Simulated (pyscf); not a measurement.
## Four-centre exchange: H₂N–GaH₂ + H₂ -> H₂N–GaH₂ + H₂

Gas phase, singlet surface, charge 0. Bonds broken: Ga2–H5, H7–H8. Bonds formed: Ga2–H7, H5–H8. Optimised with ωB97X-D3(BJ)/def2-SVP in PySCF.

Transition state (Å):

```xyz
8

N     -2.0105    -0.6572    -0.3291
Ga    -0.6733     0.6026    -0.3664
H     -1.8122    -1.5574    -0.7567
H     -2.4518    -0.8192     0.5724
H      0.8346     0.0952     0.4035
H     -0.7225     2.1414    -0.2876
H      0.4301     0.1567    -1.6809
H      0.8813     0.0169    -0.7183
```

One imaginary mode, 1530i cm⁻¹; descent along it reached the two sides named.

```json
[
 {"bond": "Ga2–H5", "change": "breaks", "reactant side (Å)": "1.563", "saddle": "1.767", "product side": "2.9"},
 {"bond": "H7–H8", "change": "breaks", "reactant side (Å)": "0.761", "saddle": "1.072", "product side": "2.9"},
 {"bond": "Ga2–H7", "change": "forms", "reactant side (Å)": "2.9", "saddle": "1.773", "product side": "1.563"},
 {"bond": "H5–H8", "change": "forms", "reactant side (Å)": "2.9", "saddle": "1.125", "product side": "0.761"}
]
```

Electronic energies relative to the separated reactants (kcal/mol):

| level | barrier | reaction energy | reverse barrier |
|---|---|---|---|
| ωB97X-D3(BJ)/def2-TZVP | 38.3 | 0.0 | 38.3 |
| PBE/def2-TZVP | 32.9 | 0.0 | 32.9 |
| r²SCAN/def2-TZVP | 33.7 | 0.0 | 33.7 |
| B3LYP-D3(BJ)/def2-TZVP | 38.0 | 0.0 | 38.0 |
| PBE0-D3(BJ)/def2-TZVP | 34.0 | 0.0 | 34.0 |
| M06-2X/def2-TZVP | 38.7 | 0.0 | 38.7 |
| ωB97M-D3(BJ)/def2-TZVP | 38.5 | 0.0 | 38.5 |
| HF/def2-TZVP | 50.2 | 0.0 | 50.2 |

With ωB97M-D3(BJ)/def2-TZVP energies and thermal terms (ideal gas, 1 atm, RRHO with modes under 100 cm⁻¹ raised to 100, one conformer, R ln 2 for chiral ones without a mode under 150 cm⁻¹), in kcal/mol:

| T (K) | ΔH‡ | ΔG‡ | ΔH | ΔG |
|---|---|---|---|---|
| 298 | 38.9 | 46.5 | 0.0 | 0.0 |
| 600 | 38.0 | 54.6 | 0.0 | 0.0 |
| 900 | 37.8 | 62.9 | 0.0 | 0.0 |
| 1200 | 38.0 | 71.3 | 0.0 | 0.0 |

At the saddle there is also a short Ga–H contact that neither side keeps. The same reactants have a lower exit, to NH₃ + GaH₃ (barrier +23.1 kcal/mol at ωB97M-D3(BJ)/def2-TZVP, against +38.5 kcal/mol here). This is the saddle that the search found; another between the same sides may lie lower. Elements up to Kr have no core potential and no relativistic terms here.
